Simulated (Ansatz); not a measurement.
Input for Ansatz (development build ahead of 0.2.0):

```yaml
crystal:
  periodic: [false, false, false]
  atoms:
    - { symbol: C, position_ang: [0.0, 0.0, 0.0] }
    - { symbol: S, position_ang: [0.0, 0.0, 4.272] }
basis:
  gaussian: { orbitals: pcseg-2 }
total_charge: 1
magnetization:
  initial_magnetization: 1
hamiltonian:
  xc: pbe0
```

The input is written out in the form of the current development build from the run's settings.

Output:

```yaml
Converged: yes
Total_energy: -435.33250 hartree
Spin_squared_of_the_determinant: 0.750
Stability_test: minimum among restricted orbitals
```

Caution: stretched shape with no unrestricted run beside it, a lower state can exist; charge can spread falsely over distant fragments.
